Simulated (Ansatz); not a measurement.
Coordination and energy in low-dimensional Al

Theory: Ansatz 0.2.0, DFT r2SCAN, scalar-relativistic, plane waves, PAW.

Cutoff 500 eV, Γ-centred meshes of like density (1×1×25 for the 1-atom cell), Gaussian smearing of 0.05 eV, energies at zero smearing and 0 K, each start's symmetry kept, collinear spin.

Bulk Al (Fm-3m) has 12 nearest neighbours at 2.82 Å and a cohesive energy of 3.59 eV against the spin-polarised free atom. These structures stand in vacuum and were relaxed; neighbours count within 1.1 bulk bonds.

```tsv
start	atoms × neighbours	mean bond (Å)	energy over bulk (eV/atom)
linear chain	1×2	2.49	2.04
dimerised chain	2×2	2.46	2.04
zigzag chain	2×2	2.50	1.96
ladder chain	4×3	2.55	1.37
strip chain	2×4	2.55	1.16
```

Q: Compare two estimates without free parameters: bonds of fixed strength, and a band energy that grows as the square root of coordination.

A: With fixed bonds an atom with z neighbours loses E_coh(1 − z/12); in the second-moment picture the band narrows as √z and it loses E_coh(1 − √(z/12)). Averaged over the atoms, in eV:
```json
{"start": "linear chain", "fixed bonds": "2.99", "square root": "2.12", "computed": "2.04"}
{"start": "dimerised chain", "fixed bonds": "2.99", "square root": "2.12", "computed": "2.04"}
{"start": "zigzag chain", "fixed bonds": "2.99", "square root": "2.12", "computed": "1.96"}
{"start": "ladder chain", "fixed bonds": "2.69", "square root": "1.79", "computed": "1.37"}
{"start": "strip chain", "fixed bonds": "2.39", "square root": "1.52", "computed": "1.16"}
```

The rms misses are 1.11 and 0.26 eV. Fixed bonds overshoot every row: the bonds that remain grow stronger when neighbours are missing, which the square root captures in part, and the bonds shorten by up to 13 %. Even the square root lies above every computed value, since it holds bond lengths fixed and knows nothing of shells, hybridisation or moments.

Each run keeps its start's symmetry and one magnetic start, so lower states can exist. Rows stand on unlike meshes and boxes, so starts that end alike can differ by a few hundredths of an eV per atom.

Cost: 5 runs of about 19 core-minutes in all, on Arm Neoverse V1 (shared hosts).